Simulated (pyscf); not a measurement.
Single points on ωB97X-D3(BJ)/def2-SVP structures (PySCF, gas phase).

### Question
For the elementary gas-phase step `[SiH3]` [doublet] + `[H][H]` -> `[SiH4]` + `[H]` [doublet] (doublet surface; H–H broken, H–Si formed), what barrier and reaction energy does ωB97M-D3(BJ)/def2-TZVP give, measured from the separated reactants?

### Answer
ΔE‡ = 16.1 kcal/mol, ΔE = +11.1 kcal/mol. Zero-point energy shifts the barrier by -0.6 kcal/mol. It is a hydrogen abstraction, with an imaginary mode of 1005i cm⁻¹. This is the saddle that the search found; another between the same sides may lie lower. The angle at the transferred H is 180°.
